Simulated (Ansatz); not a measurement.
What does this script print? It uses Ansatz 0.2.0 through its Python package.

Script `c5h9s_conformers.py`:
```python
from dataclasses import dataclass

import ansatz as az
from rdkit import Chem
from rdkit.Chem import AllChem


@dataclass
class RunConfig:
    basis_set: str = "cc-pVDZ"
    xc: str = "b3lyp"
    charge: int = -1


settings = RunConfig()

rd = Chem.AddHs(Chem.MolFromSmiles("C=CC(C)(C)[S-]"))
ids = list(AllChem.EmbedMultipleConfs(rd, numConfs=20, randomSeed=10, pruneRmsThresh=0.4))
field = [energy for _, energy in AllChem.MMFFOptimizeMoleculeConfs(rd)]
distinct = {round(e, 2): i for i, e in zip(ids, field)}
chosen = sorted(distinct.items())[:5]
found = []
for force_field, index in chosen:
    mol = az.Crystal.molecule()
    for atom, xyz in zip(rd.GetAtoms(), rd.GetConformer(index).GetPositions()):
        mol = mol.atom(atom.GetSymbol(), xyz.round(5).tolist())
    calc = (
        mol.calculation()
        .basis(gaussian=settings.basis_set)
        .functional(settings.xc)
        .charge(settings.charge)
    )
    found.append(calc.run(threads=1).report["free_energy_ev"])
print("conformer   MMFF (kcal/mol)   this level (kJ/mol)")
for (force_field, index), e in zip(chosen, found):
    print(f"{index:9d} {force_field - chosen[0][0]:17.2f} {96.485332 * (e - min(found)):17.3f}")
```

```console
$ python c5h9s_conformers.py
conformer   MMFF (kcal/mol)   this level (kJ/mol)
        2              0.00             0.000
        1              4.81             9.993
```

These settings explore the input space; basis and method may be short of convergence. The conformers keep their force-field geometries. b3lyp holds the VWN-RPA fit, as in Gaussian; the form of ORCA and Turbomole is b3lyp5. Anions want diffuse functions, which this basis lacks. Finished in 9.7 s on 1 thread of Intel(R) Xeon(R) Platinum 8488C (Sapphire Rapids), on a shared host, peak memory 0.43 GiB.

(Lines on the test bed's own set-up are left out of the output.)
